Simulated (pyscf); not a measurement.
Structures and frequencies: ωB97X-D3(BJ)/def2-SVP in PySCF.

Task: For the elementary gas-phase step H₂N–InH₂ + HCl → H₂N–InH–Cl + H₂ (singlet surface; H–In, Cl–H broken, Cl–In, H–H formed), what barrier and reaction energy does PBE/def2-TZVP give, measured from the separated reactants?

Result: ΔE‡ = 2.9 kcal/mol, ΔE = -24.4 kcal/mol. ωB97M-D3(BJ)/def2-TZVP gives 8.8 kcal/mol and -24.3 kcal/mol. Zero-point energy shifts the barrier by +0.3 kcal/mol. It is a four-centre exchange, with an imaginary mode of 1071i cm⁻¹. On the reactant side the descent ends in a complex, 5.1 kcal/mol under the separated species and 10.2 kcal/mol under the saddle at ωB97X-D3(BJ)/def2-TZVP. At ωB97X-D3(BJ)/def2-TZVP the barrier from the zero used here is 5.2 kcal/mol. One saddle was located; it need not be the lowest between these sides. Elements past Kr carry the def2 core potentials, without spin-orbit coupling.
